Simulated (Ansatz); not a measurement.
Potential energy curve for NH, triplet.

Method: full CI/cc-pVTZ, frozen core run with Ansatz (an electronic-structure program).

Relative to R = 1.04 Å, what are the energies at R = 0.99, 1.54, 2.09, 2.86 Å?

4.9 kJ/mol at 0.99 Å, 167.6 kJ/mol at 1.54 Å, 298.4 kJ/mol at 2.09 Å, 329.1 kJ/mol at 2.86 Å.
